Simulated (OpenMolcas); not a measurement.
# An input for singlet CH4FSi−

CH4FSi− has 7 atoms, charge -1, and is taken as a singlet. SMILES of the parent species: `[CH2][SiH2]F`. The coordinates come from a PBE0-D4/def2-TZVP relaxation. This is one conformer, not always the lowest. That shape belongs to the parent species and isn't relaxed for this state.

```jsonl
{"atom": "C", "x (Å)": "-0.8719", "y (Å)": "0.2811", "z (Å)": "-0.6158"}
{"atom": "Si", "x (Å)": "0.5886", "y (Å)": "-0.1573", "z (Å)": "0.3925"}
{"atom": "F", "x (Å)": "0.6526", "y (Å)": "-1.7495", "z (Å)": "0.5505"}
{"atom": "H", "x (Å)": "-1.5360", "y (Å)": "-0.4660", "z (Å)": "-1.0385"}
{"atom": "H", "x (Å)": "-1.1360", "y (Å)": "1.3107", "z (Å)": "-0.8379"}
{"atom": "H", "x (Å)": "0.5099", "y (Å)": "0.4306", "z (Å)": "1.7553"}
{"atom": "H", "x (Å)": "1.8540", "y (Å)": "0.2825", "z (Å)": "-0.2517"}
```

Settings wanted:

```
method                    : DFT
reference                 : RKS
basis set                 : 6-311+G**
task                      : energy
functional                : SVWN5
dispersion                : none
nucleus                   : point
integration grid          : UltraFine
SCF convergence threshold : 1e-10
d and f functions         : spherical
```

Problem. Give an OpenMolcas 26.06 job that does this.

Solution. One that was run (others would do as well):

test.input:
```
* CH4FSi Kohn-Sham DFT

&GATEWAY
  BasLib = $CurrDir
  Coord
  7
  angstrom
  C       -0.871900       0.281100      -0.615800
  Si       0.588600      -0.157300       0.392500
  F        0.652600      -1.749500       0.550500
  H       -1.536000      -0.466000      -1.038500
  H       -1.136000       1.310700      -0.837900
  H        0.509900       0.430600       1.755300
  H        1.854000       0.282500      -0.251700
  Basis = 6-311pGss
  Group = NoSym

&SEWARD
  GridInput
  Grid=UltraFine
  End of Grid

&SCF
  Charge = -1
  KSDFT = SVWN5
  Thresholds = 1e-10 1e-07 1e-07 1e-05
  PrOrbitals = 0
```

```bash
$ export MOLCAS_MEM=1860
$ pymolcas test.input > test.log
```

(Basis files named in the input come from the Basis Set Exchange and aren't shown.)

Calculated total energy: -427.74310 Eh. The HOMO lies above zero, from self-interaction, a short basis or an unbound electron.
